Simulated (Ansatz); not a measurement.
Reaction (formal hydrolysis of a C–Cl bond): `ClC=C(Cl)Cl` + H₂O → `OC=C(Cl)Cl` + HCl

Gas-phase electronic energies from Ansatz, PBE0-D4/def2-TZVP geometries. CBS: MP2 limit from def2 TZ/QZ plus the TZ coupled-cluster correction, frozen cores. This one scheme is used for every species. DFT in def2-TZVPP. One conformer a species, not always the lowest.

```tsv
level	ΔE (kcal/mol)
PBE-D4	-2.0
r2SCANh-D4	-2.6
RPA@PBE/def2-TZVPP	-2.0
CCSD(T)/def2-SVP	-6.5
```

Question: What does CCSD(T)/CBS give? (Best estimate.)

Answer: Computed: -0.3 kcal/mol. The listed levels differ from it by -1.7, -2.3, -1.7, -6.2 kcal/mol.

Largest T1 diagnostic among the species: 0.012.

In def2-TZVPP, CCSD(T) changes the Hartree–Fock value by +3.0 kcal/mol (the triples alone add +0.4 kcal/mol) and MP2 by +5.1 kcal/mol. From BLYP to BHLYP (50 % exact exchange), in def2-TZVPP and without D4, ΔE moves by −0.8 kcal/mol.
